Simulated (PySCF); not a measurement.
Geometry:
```json
{"atom": "F1", "x (Å)": "-0.701", "y (Å)": "0.328", "z (Å)": "-0.112"}
{"atom": "Cl2", "x (Å)": "0.745", "y (Å)": "-0.418", "z (Å)": "0.118"}
```

Geometry: PBE0-D3(BJ)/def2-SVP; GIAO absolute shieldings from PySCF 2.14, gas phase, non-relativistic, averaged over equivalent atoms.

At PBE0/6-31G (22 basis functions, 1.4 s wall time on 1 thread of an Arm Neoverse N1, shared host):
```json
{"atoms": "F1", "σ (ppm)": "567.7"}
{"atoms": "Cl2", "σ (ppm)": "-282.1"}
```

Q: Estimate the result of repeating the calculation with PBE0/pcSseg-3.

A: 
```
atoms  σ at PBE0/pcSseg-3  change
   F1               664.7   +97.0
  Cl2              -632.3  -350.2
```

The largest change is at Cl2 (chlorine bonded to F). Cost: 148 basis functions, 7.2 s wall time on 1 thread of an Arm Neoverse N1, shared host.
